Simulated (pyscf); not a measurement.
`[OH][B]([OH])[F]` → `[O]=[B][OH]` + `[FH]`, an elimination (singlet surface; B–F, H–O broken, F–H formed). Single points on ωB97X-D3(BJ)/def2-SVP structures (PySCF, gas phase). MP2 and CC: frozen core, UHF for open shells. ΔMP2 is the change of the MP2 total energy from the triple- to the quadruple-zeta basis. Energies in kcal/mol from the reactant's lowest minimum found.

Small-basis levels: PySCF, no dispersion term, spherical d functions. AM1 to PM7: differences of heats of formation from MOPAC. GFN2-xTB: tblite. Cost: rough CPU time at the saddle relative to B3LYP/6-31G*, from one job on a shared machine.

| level | barrier | reaction energy | cost |
|---|---|---|---|
| HF/3-21G | 79.4 | +81.3 | 0.09 |
| HF/6-31G* | 77.2 | +67.5 | 0.1 |
| BP86/6-31G* | ___ | +64.0 | 1 |
| B3LYP/6-31G* | 62.2 | +66.0 | 1 |
| B3LYP/6-311+G** | ___ | +51.9 | 2 |
| GFN2-xTB | 61.6 | +44.6 | under 0.02 |
| AM1 | 102.7 | +52.9 | under 0.02 |
| CCSD(T)/def2-TZVPP + ΔMP2(QZVPP) | ___ | +57.7 | – |

Q: What belongs in the gaps?

A: 
- BP86/6-31G*, barrier: 56.5
- B3LYP/6-311+G**, barrier: 60.3
- CCSD(T)/def2-TZVPP + ΔMP2(QZVPP), barrier: 64.7

Against the last row the barrier runs from -8.2 (BP86/6-31G*) to +38.0 kcal/mol (AM1); B3LYP/6-31G* happens to lie closest here (2.5 kcal/mol apart). At HF/3-21G, BP86/6-31G*, B3LYP/6-31G* this geometry lies under one side, so the entry may be no barrier of that level: it is a single point on another level's saddle. CCSD(T)/def2-TZVPP + ΔMP2(QZVPP) has limits of its own. On the product side the descent ends in a bound adduct, 9.0 kcal/mol under the separated species and 12.8 kcal/mol under the saddle at ωB97X-D3(BJ)/def2-TZVP. This is the saddle that the search found; another between the same sides may lie lower. The CCSD(T) − MP2 part came from Ansatz, without density fitting, on the same reference.
